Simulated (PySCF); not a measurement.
XPS shifts beside NMR shieldings

C4H5F.
Bonds: F1–C2, C2–C3, C3–C4 (double), C4–C5, C3–C5. Hydrogens: H6, H7 on C2; H8 on C4; H9, H10 on C5.

Binding energies: delta-SCF UKS SCAN, pcX-2 on the ionised atom, pcseg-1 elsewhere, spin-free X2C in PySCF. Shieldings: GIAO PBE0/pcSseg-1, non-relativistic, same geometry.

```csv
atom,C 1s (eV)
C2,293.68
C3,291.02
C4,290.70
C5,291.14
```

Q: What are the absolute isotropic shieldings of these atoms?

A: 
```json
{"atom": "C4", "environment": "alkene CH carbon", "C 1s (eV)": "290.70", "isotropic shielding (ppm)": "75.4"}
{"atom": "C3", "environment": "fully substituted alkene carbon", "C 1s (eV)": "291.02", "isotropic shielding (ppm)": "60.1"}
{"atom": "C5", "environment": "allylic carbon", "C 1s (eV)": "291.14", "isotropic shielding (ppm)": "174.1"}
{"atom": "C2", "environment": "sp3 C–F carbon", "C 1s (eV)": "293.68", "isotropic shielding (ppm)": "101.9"}
```

Q: Among the listed atoms, is the one with the highest binding energy also the least shielded?

A: No. The highest binding energy is at C2 (293.68 eV, shielding 101.9 ppm), the lowest shielding at C3 (60.1 ppm, 291.02 eV).

By binding energy: C4 < C3 < C5 < C2. By shielding: C3 < C4 < C2 < C5.

One conformer (not necessarily the lowest) at the PBE0-D3(BJ)/def2-SVP geometry, without solvent, vibrations or thermal averaging.

The values belong to the conformer `[F:1][CH2:2][C:3]1=[CH:4][CH2:5]1`: F1–C2–C3–C4 0°.
